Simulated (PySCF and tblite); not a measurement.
The numbers below are computed, except where a source is named.
(E)-crotonaldehyde, C4H6O, numbered as in [CH3:1]/[CH:2]=[CH:3]/[CH:4]=[O:5].

Conformers came from 60 starts (ETKDG and KDG, MMFF94s, GFN2-xTB); geometries are GFN2-xTB. Free energies are PBE0-D3(BJ)/pcSseg-1 (IEF-PCM, chloroform) single points with GFN2-xTB rigid-rotor and vibrational terms (modes under about 100 cm⁻¹ blended into free rotors). Symmetry numbers and mirror images are counted. Conformers within 3 kcal/mol (GFN2-xTB free energy) were kept, 10 at most. Run with PySCF (density fitting) and tblite.

Torsions listed: C2–C3–C4–O5.

```
conformer  shape  symmetry  dipole D
        1     0°        Cs      3.93
        2   180°        Cs      5.03
```

Q: Which of these conformers is the most populated at 298.15 K, and with what share?

A: Conformer 2, about 94 %.

Q: Give the DFT energies and free energies relative to the lowest, and all weights.

A: 
```csv
conformer,shape,E(DFT) kcal/mol,G(298.15 K) kcal/mol,weight %
1,0°,1.73,1.64,5.9
2,180°,0.00,0.00,94.1
```

Q: How does its share change from 150 K to 400 K?

A: From 100 % to 88 %; the mixing entropy goes from 0.04 to 0.73 cal/(mol K).
